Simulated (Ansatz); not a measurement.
# CH7Si2 radical: how energies converge with the basis set

One table from this session's results is given with a row withheld; the runs are named, their logs left out.

Method: one geometry, several basis sets; program: Ansatz 0.2.0, Gaussian basis.

The runs, in order: PBE0-D4/def2-SVP; ωB97M-V/def2-SVP; PBE0-D4/def2-QZVPP; ωB97M-V/def2-QZVPP; the functionals' def2-TZVPP values are taken from earlier runs.

## The geometry

An earlier PBE0-D4 in a triple-zeta def2 set relaxation fixed the geometry.

SMILES `[SiH2]C[SiH3]`, 10 atoms, charge 0, spin multiplicity 2.

Atoms are counted from 1 here; the program's logs count them from 0.

Bond lengths: Si1–C2 1.875 Å, Si1–H4 1.489 Å, Si1–H5 1.491 Å, C2–Si3 1.874 Å, C2–H6 1.097 Å, C2–H7 1.095 Å, Si3–H8 1.487 Å, Si3–H9 1.487 Å, Si3–H10 1.488 Å. Angles: C2–Si1–H4 111.2°, C2–Si1–H5 112.4°, H4–Si1–H5 109.9°, Si1–C2–Si3 113.9°, Si1–C2–H6 108.8°, Si1–C2–H7 108.9°, Si3–C2–H6 109.0°, Si3–C2–H7 108.9°, H6–C2–H7 107.2°, C2–Si3–H8 110.1°, C2–Si3–H9 110.1°, C2–Si3–H10 110.9°, H8–Si3–H9 108.5°, H8–Si3–H10 108.5°, H9–Si3–H10 108.6°.

The first run:

Contents of in.yaml:

```yaml
crystal:
  periodic: [false, false, false]
  atoms:
    - {symbol: Si, position_ang: [-1.437985, 0.822805, -0.577196]}
    - {symbol: C, position_ang: [0.378322, 0.374446, -0.452031]}
    - {symbol: Si, position_ang: [0.787780, -0.730857, 1.004259]}
    - {symbol: H, position_ang: [-2.277812, -0.389181, -0.787625]}
    - {symbol: H, position_ang: [-1.704817, 1.817119, -1.655129]}
    - {symbol: H, position_ang: [0.682533, -0.128774, -1.378029]}
    - {symbol: H, position_ang: [0.966641, 1.294316, -0.375327]}
    - {symbol: H, position_ang: [-0.039378, -1.966172, 0.957259]}
    - {symbol: H, position_ang: [0.504922, -0.021114, 2.279715]}
    - {symbol: H, position_ang: [2.222793, -1.123585, 0.987005]}
basis:
  gaussian: {orbitals: def2-SVP}
magnetization: {spin_polarized: true, initial_magnetization: 1}
hamiltonian: {xc: pbe0, dispersion: d4}
output: {orbitals: {seedname: orbitals}}
```

Among the steps run: PBE0-D4 in def2-SVP; ωB97M-V in def2-SVP; PBE0-D4 in def2-QZVPP; ωB97M-V in def2-QZVPP.

One of the session's tables, all rows but one given; the rest of the session is left out.

It belongs to the step «Density functionals: the series». 

```
functional       basis  HOMO (eV)  LUMO (eV)
   PBE0-D4    def2-SVP      -6.01      -2.16
   PBE0-D4  def2-TZVPP      -6.03      -2.22
   PBE0-D4  def2-QZVPP      -6.04      -2.24
   ωB97M-V    def2-SVP          ?          ?
   ωB97M-V  def2-TZVPP      -7.78      -0.65
   ωB97M-V  def2-QZVPP      -7.79      -0.72
```

Estimate the missing values for ωB97M-V, def2-SVP.

As computed: HOMO (eV): -7.72; LUMO (eV): -0.50. In the column «HOMO (eV)» it lies between ωB97M-V, def2-TZVPP (-7.78) and PBE0-D4, def2-QZVPP (-6.04).
